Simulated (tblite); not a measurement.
C₅H₈Cl (doublet state).
Structure used (GFN2-xTB), in Å, numbered top down from 1:
```
atom  x, y, z in Å
C1     0.2676    1.4130    0.4982
C2    -0.0219    0.1188   -0.2566
C3    -1.4916   -0.2738   -0.1398
C4     0.8424   -0.9987    0.3160
C5     1.7364   -1.6877   -0.3280
Cl6    2.3200   -1.7105   -1.8827
H7    -0.3248    2.2273    0.0855
H8     1.3196    1.6765    0.4174
H9     0.0185    1.3038    1.5516
H10    0.2363    0.2485   -1.3119
H11   -1.7674   -0.4113    0.9035
H12   -2.1221    0.5054   -0.5636
H13   -1.6834   -1.2019   -0.6734
H14    0.6697   -1.2099    1.3617
```

Calculated harmonic vibrations of the isolated species, GFN2-xTB (tblite), most abundant isotopes, no scaling. The method is semi-empirical: single wavenumbers can be off by several per cent or more. One conformer, not necessarily the lowest. Open shells enter through the occupations alone, without spin polarisation, and single modes of such species can be off by tens of per cent.

Harmonic wavenumbers (cm⁻¹): 33.6, 115.5, 198.2, 225.2, 244.5, 327.1, 396.5, 422.5, 571.2, 721.8, 788.8, 873.8, 947.9, 951.7, 978.3, 1111.7, 1131.1, 1166.1, 1222.9, 1294.5, 1307.4, 1401.2, 1414.2, 1488.7, 1491.8, 1496.7, 1503.1, 1722.1, 2947.2, 3022.3, 3026.6, 3030.1, 3035.7, 3040.7, 3041.3, 3052.7.

A = 5751, B = 1373, C = 1302 MHz; mass 103.031 u (most abundant isotopes); point group Cs, symmetry number 1; spin multiplicity 2.

Task: Zero-point energy?

Result: ½Σν̃ = 24872 cm⁻¹ = 71.11 kcal/mol.

Task: Give the ideal-gas entropy at 273.15 K and 1 bar in the rigid-rotor, harmonic-oscillator model (classical rotation).

Result: Translation 39.40, rotation 27.58, vibration 17.90, spin (R ln 2) 1.38: S = 86.2 cal/(mol K).

Task: And Cp and H(273.15 K) − H(0)?

Result: Cp = 26.31 cal/(mol K), of which vibrations give 18.36 (their classical limit is 36 R = 71.5); H(273.15 K) − H(0) = 4.73 kcal/mol without the zero-point energy, 2.55 from vibrations.

Task: How do the functions run with temperature in this model?

Result: 
| T (K) | S (cal/(mol K)) | Cp (cal/(mol K)) | H − H(0) (kcal/mol) | G − H(0) (kcal/mol) | ln q(vib) |
| --- | --- | --- | --- | --- | --- |
| 150 | 73.1 | 18.5 | 1.97 | -8.99 | 2.17 |
| 250 | 84.0 | 24.8 | 4.13 | -16.86 | 3.90 |
| 298.15 | 88.6 | 28.0 | 5.40 | -21.02 | 4.73 |
| 400 | 97.8 | 34.6 | 8.59 | -30.52 | 6.47 |
| 600 | 113.9 | 45.4 | 16.64 | -51.73 | 9.84 |
| 900 | 134.6 | 56.2 | 32.00 | -89.10 | 14.65 |

q(vib) and H(0) count from the zero-point level.

Task: Blend soft modes into free rotors: weight 1/[1 + (100 cm⁻¹/ν̃)⁴] for the oscillator and the rest for a rotor with moment μB/(μ + B), μ = h/(8π²ν), B = 10⁻⁴⁴ kg m². What vibrational entropy results?

Result: 16.23 cal/(mol K) in place of 17.90, which changes −T·S at 273.15 K by +0.46 kcal/mol.

Hindered rotation and anharmonicity are outside this model. Other conformers, if any are populated, would add a mixing term that is left out.
